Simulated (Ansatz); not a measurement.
# AlH₃OSi (SMILES O=[SiH][AlH2]): functionals against CCSD(T) at one geometry

The task here is to estimate one member of a computed series from the others.

The runs use Ansatz 0.2.0, Gaussian basis; single points in def2-TZVPP.

Cores are frozen in the correlated methods.

### Starting geometry

SMILES `O=[SiH][AlH2]`, 6 atoms, charge 0, spin multiplicity 1.

Atoms are counted from 1 here; the program's logs count them from 0.

Bond lengths: O1–Si2 1.497 Å, Si2–Al3 2.436 Å, Si2–H4 1.539 Å, Al3–H5 1.554 Å, Al3–H6 1.583 Å. Angles: O1–Si2–Al3 142.6°, O1–Si2–H4 119.2°, Al3–Si2–H4 98.3°, Si2–Al3–H5 111.3°, Si2–Al3–H6 130.7°, H5–Al3–H6 118.0°.

Geometry (Å):

```mol
AlH3OSi
  3D, bonds by distance, orders not assigned

  6  5  0  0  0  0  0  0  0  0999 V2000
   -0.6069   -2.2959    1.1987 O   0  0
   -0.3138   -1.2033    0.2178 Si  0  0
    0.2952    1.1510    0.0695 Al  0  0
   -0.3583   -1.5160   -1.2887 H   0  0
    0.4595    1.6004   -1.4091 H   0  0
    0.5198    2.2319    1.2047 H   0  0
  1  2  8  0
  2  3  8  0
  2  4  8  0
  3  5  8  0
  3  6  8  0
M  END
```

Set-up of the first run:

Contents of run/in.yaml:

```yaml
crystal:
  periodic: [false, false, false]
  atoms:
    - {symbol: O, position_ang: [-0.606900, -2.295900, 1.198700]}
    - {symbol: Si, position_ang: [-0.313800, -1.203300, 0.217800]}
    - {symbol: Al, position_ang: [0.295200, 1.151000, 0.069500]}
    - {symbol: H, position_ang: [-0.358300, -1.516000, -1.288700]}
    - {symbol: H, position_ang: [0.459500, 1.600400, -1.409100]}
    - {symbol: H, position_ang: [0.519800, 2.231900, 1.204700]}
basis:
  gaussian: {orbitals: def2-TZVPP}
correlation: {method: ccsd_t}
output: {forces: true}
```

No record of the launch command was kept for these runs.

Among the steps run: CCSD(T)/def2-TZVPP; PBE0-D4/def2-TZVPP; wB97M-V/def2-TZVPP; r2SCAN-D4/def2-TZVPP; PBE-D4/def2-TZVPP; wB97X-V/def2-TZVPP; BHLYP-D4/def2-TZVPP.

One of the session's tables, all rows but one given; the rest of the session is left out.

| method | RMS force component (eV/Å) | angle to CCSD(T) forces (°) | dipole (D) |
| --- | --- | --- | --- |
| CCSD(T) | 0.892 | reference | 3.61 |
| PBE0-D4 | 0.690 | 7.7 | 3.74 |
| wB97M-V | 0.704 | 8.8 | 3.87 |
| r2SCAN-D4 | 0.792 | 3.0 | 3.52 |
| PBE-D4 | 0.976 | 9.4 | 3.39 |
| wB97X-V | ? | ? | ? |
| BHLYP-D4 | 0.548 | 31.7 | 4.08 |

**Question.** Estimate the row for wB97X-V.

**Answer.** RMS force component (eV/Å): 0.685; angle to CCSD(T) forces (°): 9.7; dipole (D): 3.89. In the column «RMS force component (eV/Å)» it lies between BHLYP-D4 (0.548) and PBE0-D4 (0.690).
